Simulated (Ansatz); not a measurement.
**B₂H₂ (triplet): from Hartree-Fock to the top rungs at distance B1–B2 = 5.504 Å, 6-31G**

How much of the correlation energy of B₂H₂ (triplet) does each wave-function method recover here?

Computed with Ansatz 0.2.0, Gaussian basis. Level: 6-31G, core rule «outside noble gas», up to 2 orbitals frozen.

To be run: UHF; CCSD(T) on ROHF; CCSD(T) on UHF; BCCD(T) on ROHF; CISD; CCSDT(Q) on ROHF; CCSDT(Q) on UHF; CISDTQ; CASSCF and MRCISD+Q, 4 electrons in 4 orbitals; CASSCF and NEVPT2, 4 electrons in 4 orbitals; CASSCF and MRCISD+Q, 8 electrons in 10 orbitals; CASSCF and NEVPT2, 8 electrons in 10 orbitals; Full CI.

11 further runs of the same task are left out: 10 that didn't finish, 1 set aside as unsound or not needed.

### 1 The geometry

The geometry derives from a PBE0/def2-TZVP stationary point (not a proven minimum). One bond is set to the value named and the two fragments are kept rigid.

4 atoms, charge 0, spin multiplicity 3.

Atoms are counted from 1 here; the program's logs count them from 0.

Bond lengths: B1–H3 1.197 Å, B1–H4 1.197 Å. Angles: H3–B1–H4 122.2°.

### 2 UHF

The input, in.yaml:

```yaml
crystal:
  periodic: [false, false, false]
  atoms:
    - {symbol: B, position_ang: [0.000000, 0.000000, 2.467981]}
    - {symbol: B, position_ang: [0.000000, 0.000000, -3.036019]}
    - {symbol: H, position_ang: [0.000000, 1.047868, 3.046343]}
    - {symbol: H, position_ang: [0.000000, -1.047868, 3.046343]}
basis:
  gaussian: {orbitals: 6-31G}
magnetization: {spin_polarized: true, initial_magnetization: 2}
hamiltonian: {xc: hf}
output: {orbitals: {seedname: orbitals}}
```

Run with:

```
ansatz run in.yaml --threads 1 --pin off --events-out ev --progress --plain --max-ram 2393MiB
```

After this run come: CCSD(T) on ROHF; CCSD(T) on UHF; BCCD(T) on ROHF; CISD; CCSDT(Q) on ROHF; CCSDT(Q) on UHF; CISDTQ; CASSCF and MRCISD+Q, 4 electrons in 4 orbitals; CASSCF and NEVPT2, 4 electrons in 4 orbitals; CASSCF and MRCISD+Q, 8 electrons in 10 orbitals; CASSCF and NEVPT2, 8 electrons in 10 orbitals; Full CI.

Before running them: what should the planned runs give, taken together? Wanted: FCI from the RHF energy; RMP2 from FCI; UMP2 from FCI; RCCSD from FCI; RCCSD(T) from FCI; UCCSD(T) from FCI; RCCSDT(Q) from FCI; UCCSDT(Q) from FCI; NEVPT2 pair from FCI.

As calculated:

```
                         quantity                                                                                                                      value
          FCI from the ROHF energy                                                                                                                 -2.6347 eV
                    RMP2 from FCI                                                                                                                 +945.7 meV
                    UMP2 from FCI                                                                                                                 +941.0 meV
                   RCCSD from FCI                                                                                                                  +37.3 meV
                RCCSD(T) from FCI                                                                                                                  +12.1 meV
                UCCSD(T) from FCI                                                                                                                  +12.1 meV
               RCCSDT(Q) from FCI                                                                                                                    0.0 meV
               UCCSDT(Q) from FCI                                                                                                                   -0.2 meV
             NEVPT2 pair from FCI                                                                                                                 +790.6 meV
          NEVPT2 valence from FCI                                                                                                                 +252.3 meV
        MRCISD+Q valence from FCI                                                                                                                   -0.2 meV
levels within 1 kcal/mol (43 meV)  RCCSD, UCCSD, RCCSD(T), UCCSD(T), BCCD(T), RCCSDT, UCCSDT, CISDTQ, RCCSDT(Q), UCCSDT(Q), MRCISD valence, MRCISD+Q valence
                    T1 diagnostic                                                                                                                      0.008
   effectively unpaired electrons                                                                                                                       2.08
```

In words: RCCSD(T) lands +12.1 meV from the yardstick (0.5 % of the correlation energy). One determinant dominates. Of the multireference levels listed MRCISD+Q valence comes nearest in total energy (-0.2 meV), which doesn't show that its space is the better one. These misses are within one basis, not against nature; the frozen cores of restricted and unrestricted runs differ, which can shift their rows.

Levels on UHF freeze UHF's core orbitals, full CI those of ROHF, so the U rows can settle a little off it for that reason alone.

With open shells the CI space here admits some triples and quadruples, so it is larger than plain CISD.
